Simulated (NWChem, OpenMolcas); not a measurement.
How basis sets differ on C2H6Si (SMILES CC[SiH])

C2H6Si has 9 atoms, charge 0, and is taken as a singlet. As SMILES, `CC[SiH]`. The shape is that of a PBE0-D4/def2-TZVP optimisation. This is one conformer, not always the lowest.

```xyz
9

C     0.0000    0.0000    0.0000
C     0.0000    0.0000    1.5230
Si    1.6212    0.0000    2.4956
H    -1.0055    0.1306   -0.4106
H     0.3885   -0.9428   -0.3931
H     0.6331    0.7994   -0.3907
H    -0.6857   -0.7520    1.9274
H    -0.4041    0.9645    1.8986
H     2.3957    0.8086    1.4492
```

Quantity: the dipole moment, in D. The values are calculated.

```
              level          kind     program  value (D)  CPU time
HF/ANO-XS-MB (DKH2)  Hartree–Fock  OpenMolcas       0.12       2 s
          HF/STO-3G  Hartree–Fock      NWChem       0.30     1.9 s
           HF/3-21G  Hartree–Fock      NWChem       1.24     1.6 s
         HF/cc-pVDZ  Hartree–Fock  OpenMolcas       1.19     5.7 s
```

The values span 0.12 to 1.24 D. Magnitudes only. Sets without polarisation functions give poor dipoles. Times are those of the runs behind each value, whatever else they computed, on shared processors of several kinds: orders of magnitude only.
